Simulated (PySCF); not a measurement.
Saddle point of SiH₅ClO, closed shell (SiH₃Cl ([SiH3][Cl]) + H₂O → SiH₄O ([OH][SiH3]) + HCl; bonds formed: Si1–O7, Cl2–H6; bonds broken: Si1–Cl2, H6–O7), PBE0-D4/def2-TZVP structure:

```xyz
8
angstrom
Si -0.4260 -0.2494 -0.5557
Cl 1.9956 -0.5482 -0.4786
H -0.5560 -1.7076 -0.7204
H -0.1768 0.6185 -1.7244
H -1.8160 0.1756 -0.1502
H 1.1205 0.2828 1.0107
O 0.1165 0.3064 1.1313
H -0.2578 1.1219 1.4874
```

Energies are electronic, without zero-point energy. Barriers and step energies count from the start structure reached by relaxing down the imaginary mode; all methods use the PBE0-D4 structures, on which another method's saddle can fall below an end. Program: PySCF 2.14 with density fitting (its default auxiliary sets; JK sets also for MP2 and CCSD(T)). Basis: def2-TZVPP, with def2-QZVPP for the basis limit. Cores are frozen in the correlated methods. B3LYP uses VWN-RPA correlation. Extrapolation: Hartree–Fock as exp(−7.88 √X), correlation as X^−2.97.

```csv
method,barrier (kJ/mol),step energy (kJ/mol)
SPW92,47.8,-4.6
PBE-D4,79.5,4.4
r2SCAN-D4,83.8,1.4
PBE0-D4,?,4.5
B3LYP-D4,93.2,-2.6
BHLYP-D4,99.6,-2.6
wB97M-V,89.8,3.3
HF,?,-3.4
MP2,?,-1.1
CCSD,104.6,-2.6
CCSD(T),99.4,-2.2
```

Fill in the withheld barriers. (To be estimated.)

The calculation gives: HF 128.0; PBE0-D4 85.8; MP2 95.7 kJ/mol. Each is the energy of the saddle less that of the start structure, by the same method.

For comparison, the barrier by CCSD(T) at an estimated basis limit (MP2 extrapolated from triple and quadruple zeta, plus CCSD(T) − MP2 in triple zeta) is 95.6 kJ/mol.

T1 diagnostic: at most 0.011.

The step is the kind of ligand exchange by which a precursor binds to a hydroxyl group, or is hydrolysed, in atomic layer deposition of oxides.

Labels in which every atom is bracketed show which atoms are joined, not bond orders.

For scale, one of the runs: CCSD(T)/def2-TZVPP, 185 basis functions, launched by `OMP_NUM_THREADS=4 python run.py`. Time: 3.4 min of wall clock on 4 CPU threads of an Arm Neoverse V2; the host was shared. Peak host memory: 1.9 GiB.
